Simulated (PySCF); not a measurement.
Molecule: 2,2,2-trifluoroethanethiol (FC(F)(F)CS, C2H3F3S).

Numbering as in the mapped SMILES `[F:1][C:2]([F:3])([F:4])[CH2:5][SH:6]`. Hydrogens are named by the atom that carries them.

Geometry PBE0-D3(BJ)/def2-SVP throughout; GIAO in PySCF, gas phase, one conformer, non-relativistic; equivalent atoms averaged; functional PBE0.

For orientation, def2-SVP gives these shifts δ (against CFCl3, TMS, CS2 at the same level): F1/F3/F4 -70.1, C2 127.1, C5 30.5, S6 -109.8, H(C5) 2.42, H(S6) 1.40 ppm.

A run gave: F1/F3/F4 -81.5, C2 126.2, C5 33.1, S6 -118.9, H(C5) 2.41, H(S6) 1.53 ppm (shifts δ (against CFCl3, TMS, CS2 at the same level)).

Which basis set was used in that run?
A. STO-3G
B. IGLO-III
C. cc-pVTZ
D. cc-pVDZ
E. pcSseg-0

Results:

D. C2 tells them apart best: cc-pVDZ gives 126.2, pcSseg-0 gives 147.4, STO-3G gives 95.7, IGLO-III gives 133.6, cc-pVTZ gives 131.4 ppm.
